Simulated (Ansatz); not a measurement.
Reactions of C2H5N, SMILES `C=NC`.

Isolated molecules relaxed with PBE0-D4/def2-TZVP in Ansatz; ΔE leaves out vibrations. CCSD(T)/CBS adds triple-zeta CCSD(T) − MP2 to the extrapolated MP2 energy (def2 sets, frozen cores). This one scheme is used for every species, atoms too. No spin–orbit coupling; open shells (•) take unrestricted orbitals. Spin–orbit coupling would lower the free atoms: a little for C. One conformer a species, not always the lowest.

(1) Order these by ΔE at CCSD(T)/CBS, lowest first. (An estimate is asked.)
A. `C=NC` → 2 C• + 5 H• + N•
B. `C=NC` + `O=CCO` → `COCC=O` + `C=N`
C. `C=NC` + `CC(C)C(C)C` → `CC(C)C(C)(C)C` + `C=N`
D. `C=NC` → `CC=N`
E. `C=NC` → `[CH2]` (triplet) + `C=N`

Largest T1 diagnostic: 0.014, for `O=CCO`.

## Answers

(1) D (-37.8 kJ/mol), C (-19.9 kJ/mol), B (+41.4 kJ/mol), E (+420.4 kJ/mol), A (+3051.5 kJ/mol).
